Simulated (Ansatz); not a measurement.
Basis-set extrapolation for CH₅AlS (PBE0-D4/def2-TZVP geometry, frozen core, Ansatz 0.2.0). Multiplicity 1, RHF reference.

|  | def2-TZVPP | def2-QZVPP |
| --- | --- | --- |
| HF | -680.246466 | -680.266835 |
| MP2 correlation | -0.443793 | -0.476883 |
| CCSD(T) correlation | -0.508108 | not run |

Energies in hartree. Use E(X) = E(∞) + A·exp(−7.88·√X) for Hartree–Fock and E(X) = E(∞) + B·X^(−2.97) for correlation, with X = 3 and 4, and add CCSD(T) minus MP2 of the smaller set to the MP2 limit.

Problem. What is the CCSD(T) energy at the basis-set limit?

Solution. HF limit: -680.266835 + (-0.020369) × 0.13774 = -680.26964. MP2 limit: -0.476883 + (-0.033090) × 0.74074 = -0.50139. Higher-order term: -0.508108 − (-0.443793) = -0.06432. Total: -680.83535 hartree, 212.1 kJ/mol below CCSD(T)/def2-TZVPP.
